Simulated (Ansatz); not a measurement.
# CH₃BN−: single points off equilibrium

A test off equilibrium: a frame of a short trajectory is computed at several levels, and each is set against CCSD(T).

Program: Ansatz 0.2.0, Gaussian basis. Level of theory: single points in def2-TZVPPD. These are calculated values, not measurements.

Cores are frozen in the correlated methods.

1 further run of the same task is left out (it didn't finish).

### Step 1. The starting structure

SMILES `BN=[CH-]`, 6 atoms, charge -1, spin multiplicity 1.

Atoms are counted from 1 here; the program's logs count them from 0.

Bond lengths: B1–N2 1.421 Å, B1–H4 1.246 Å, B1–H5 1.220 Å, N2–C3 1.267 Å, C3–H6 1.136 Å. Angles: N2–B1–H4 118.4°, N2–B1–H5 121.2°, H4–B1–H5 120.2°, B1–N2–C3 179.0°, N2–C3–H6 109.9°.

As a file:

```
B    -0.76778    0.24058   -0.63980
N     0.41269   -0.10449    0.07268
C     1.47639   -0.39775    0.69488
H    -1.50415   -0.67822   -1.04810
H    -1.01252    1.39899   -0.93395
H     1.33853   -0.20877    1.80680
```

### Step 2. PBE-D4/def2-TZVPPD

The input, run/in.yaml:

```yaml
crystal:
  periodic: [false, false, false]
  atoms:
    - {symbol: B, position_ang: [-0.767778, 0.240582, -0.639797]}
    - {symbol: N, position_ang: [0.412690, -0.104488, 0.072675]}
    - {symbol: C, position_ang: [1.476389, -0.397751, 0.694875]}
    - {symbol: H, position_ang: [-1.504149, -0.678222, -1.048101]}
    - {symbol: H, position_ang: [-1.012523, 1.398992, -0.933947]}
    - {symbol: H, position_ang: [1.338529, -0.208766, 1.806796]}
basis:
  gaussian: {orbitals: "def2-TZVPPD.json"}
total_charge: -1
hamiltonian: {xc: pbe, dispersion: d4}
output: {forces: true}
```

The basis file named in the input lies beside it (Basis Set Exchange, JSON).

Started as:

```
ansatz run in.yaml --threads 2 --pin off --events-out ev --progress --plain --max-ram 3481MiB
```

### Step 3. r2SCAN-D4/def2-TZVPPD

run/in.yaml: that of step 2 with these lines changed.

```diff
@@ -12,3 +12,3 @@
 total_charge: -1
-hamiltonian: {xc: pbe, dispersion: d4}
+hamiltonian: {xc: r2scan, dispersion: d4}
 output: {forces: true}
```

### Step 4. PBE0-D4/def2-TZVPPD

run/in.yaml: that of step 3 with these lines changed.

```diff
@@ -12,3 +12,3 @@
 total_charge: -1
-hamiltonian: {xc: r2scan, dispersion: d4}
-output: {forces: true}
+hamiltonian: {xc: pbe0, dispersion: d4}
+output: {forces: true, orbitals: {seedname: orbitals}}
```

### Step 5. wB97M-V/def2-TZVPPD

run/in.yaml: that of step 4 with these lines changed.

```diff
@@ -12,3 +12,3 @@
 total_charge: -1
-hamiltonian: {xc: pbe0, dispersion: d4}
-output: {forces: true, orbitals: {seedname: orbitals}}
+hamiltonian: {xc: {name: wB97M-V}}
+output: {forces: true}
```

### Step 6. CCSD(T)/def2-TZVPPD

run/in.yaml: that of step 5 with these lines changed.

```diff
@@ -12,3 +12,3 @@
 total_charge: -1
-hamiltonian: {xc: {name: wB97M-V}}
+correlation: {method: ccsd_t}
 output: {forces: true}
```

(Steps that only read results are left out.)

**Question.** What will these runs give? Wanted: RMS force component; RMS force error; HOMO and LUMO, PBE0-D4; T1 diagnostic.

**Answer**, as computed:

```
              quantity                                                             value
   RMS force component                              0.566 to 0.742 eV/Å over the methods
       RMS force error  PBE-D4 0.226, r2SCAN-D4 0.296, PBE0-D4 0.340, wB97M-V 0.232 eV/Å
HOMO and LUMO, PBE0-D4                                                  0.62 and 3.86 eV
         T1 diagnostic                                                             0.026
```

What this shows: The forces of PBE-D4 come nearest to CCSD(T), those of PBE0-D4 are farthest. Frozen-core CCSD(T) forces in triple zeta carry basis errors of their own, and this is one geometry, so small gaps rank nothing. The T1 diagnostic is large here, over the usual mark for main-group molecules (transition-metal compounds often pass it harmlessly), so CCSD(T) itself may be off. The restricted Hartree–Fock reference is unstable towards an unrestricted one at one or more of these structures.
